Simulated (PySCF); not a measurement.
**One shape, several levels: SiHClO (SMILES O[Si]Cl)**

We compute a comparison of 4 runs (B2PLYP/STO-3G, M06-2X/STO-3G, UMP2/STO-3G, CISD/STO-3G) of SiHClO. 

The calculation is run with PySCF 2.14.0.

31 further runs of the same task are left out: 14 that didn't finish, 17 set aside as unsound or not needed.

## 1. The system as given

SiHClO has 4 atoms, charge 0, and is taken as a singlet. SMILES: `O[Si]Cl`. The Si2–Cl3 distance was set to 4.643 Å, away from the relaxed value. At this shape a bond of the SMILES string is far longer than usual.

Bond lengths: O1–Si2 1.637 Å, O1–H4 0.963 Å. Angles: Si2–O1–H4 120.4°.

## 2. A single-point energy at B2PLYP/STO-3G (run 1)

Contents of calc.py:

```python
from pyscf import gto, dft, mp

mol = gto.M(
    atom=[
    ('O', (-3.427571, 0.343761, -0.037983)),
    ('Si', (-2.949971, -0.896139, 0.917717)),
    ('Cl', (1.662300, -0.701000, 0.421400)),
    ('H', (-2.776571, 0.873961, -0.509283)),
],
    basis='sto-3g',
    charge=0,
    verbose=3,
    max_memory=1860,
)

mf = dft.RKS(mol)
mf.xc = '0.53*HF + 0.47*B88, 0.73*LYP'
mf.conv_tol = 1e-10
mf.grids.level = 5
mf.kernel()
if not mf.converged:
    mf = mf.newton().run(mf.mo_coeff, mf.mo_occ)

pt = mp.MP2(mf, frozen=11).run()
energy = mf.e_tot + 0.27 * pt.e_corr
print('PT2 part  %.8f' % (0.27 * pt.e_corr))
print('Final energy', energy)
```

Run with:

```sh
OMP_NUM_THREADS=1 python calc.py
```

Standard output:

```text
converged SCF energy = -815.509405174383
E(RMP2) = -815.730476068844  E_corr = -0.221070894460927
E(SCS-RMP2) = -815.751658486195  E_corr = -0.242253311812585
PT2 part  -0.05968914
Final energy -815.5690943158874
```

Wall time 7.5 s (1 thread of Intel Xeon Platinum 8488C (Sapphire Rapids), shared host); peak memory 0.22 GiB.

## 3. A single-point energy at M06-2X/STO-3G (run 2)

Contents of input.py:

```python
from pyscf import gto, dft

mol = gto.Mole()
mol.atom = '''
O   -3.427571   0.343761  -0.037983
Si  -2.949971  -0.896139   0.917717
Cl   1.662300  -0.701000   0.421400
H   -2.776571   0.873961  -0.509283
'''
mol.spin = 0
mol.basis = 'sto-3g'
mol.max_memory = 1860
mol.verbose = 3
mol.build()

myscf = dft.RKS(mol, xc='m06-2x')
myscf.conv_tol = 1e-10
myscf.grids.level = 5
myscf.kernel()
if not myscf.converged:
    myscf = myscf.newton().run(myscf.mo_coeff, myscf.mo_occ)

energy = myscf.e_tot
print('E(%s) = %.9f' % ('M06-2X', energy))
```

Run with:

```sh
OMP_NUM_THREADS=1 python input.py
```

Standard output:

```text
converged SCF energy = -815.96842583138
E(M06-2X) = -815.968425831
```

Run time: 12 s. Hardware: 1 thread of Intel Xeon Platinum 8488C (Sapphire Rapids), shared host; peak memory 0.22 GiB.

Run 3 isn't shown in full; the table further down has it.

## 4. The energy at CISD/STO-3G (run 4)

Contents of calc.py:

```python
from pyscf import gto, ci

system = gto.M(
    atom='''
O       -3.427571       0.343761      -0.037983
Si      -2.949971      -0.896139       0.917717
Cl       1.662300      -0.701000       0.421400
H       -2.776571       0.873961      -0.509283
''',
    max_memory=1860,
    basis='sto-3g',
    verbose=3,
)

mf = system.RHF()
mf.conv_tol = 1e-10
mf.kernel()
if not mf.converged:
    mf = mf.newton().run(mf.mo_coeff, mf.mo_occ)

cisd = ci.CISD(mf, frozen=11)
cisd.kernel()
e_final = cisd.e_tot
print('E = %.10f Eh' % e_final)
```

Run with:

```sh
OMP_NUM_THREADS=1 python calc.py
```

Standard output:

```text
converged SCF energy = -814.438394018274
E(RCISD) = -814.540900926803  E_corr = -0.1025069085287487
E = -814.5409009268 Eh
```

It took 0.72 s on 1 thread of Intel Xeon Platinum 8488C (Sapphire Rapids), shared host; peak memory 0.12 GiB.

## 5. Overview of the runs

| run | level | frozen core orbitals | integration grid | energy (Eh) | dipole moment (D) of the reference | HOMO energy (eV) | LUMO energy (eV) | wall time |
| --- | --- | --- | --- | --- | --- | --- | --- | --- |
| 1 | B2PLYP/STO-3G | 11 | 5 | -815.569094 | 13.06 | -2.22 | -0.37 | 7.5 s |
| 2 | M06-2X/STO-3G | – | 5 | -815.968426 | 12.71 | -2.51 | -0.64 | 12 s |
| 3 | UMP2/STO-3G | 11 | – | -814.552182 | 1.18 | -3.47 | 1.59 | 0.82 s |
| 4 | CISD/STO-3G | 11 | – | -814.540901 | 17.63 | -2.55 | 0.91 | 0.72 s |

## 6. Summary of results

```
                                           quantity          value
                                run 4: total energy  -814.54090 Eh
        run 4: dipole moment (Hartree–Fock density)        17.63 D
         run 4: HOMO energy (Hartree–Fock orbitals)       -2.55 eV
         run 4: LUMO energy (Hartree–Fock orbitals)        0.91 eV
       run 4: HOMO–LUMO gap (Hartree–Fock orbitals)        3.46 eV
run 4: correlation energy (11 core orbitals frozen)     -102.5 mEh
```

What this shows: Totals of different functionals can't be ranked against each other. In runs 1, 2, 3, 4 the basis is minimal, so the values are rough. In runs 1, 2, 4 a closed-shell determinant meets a far-stretched bond, which it describes badly. Spin contamination of the reference: run 3 ⟨S²⟩ = 1.00. Where it is this large, the reference is a mixture of spin states, and values that rest on it are in doubt. All runs together took 21 s, the longest 12 s.
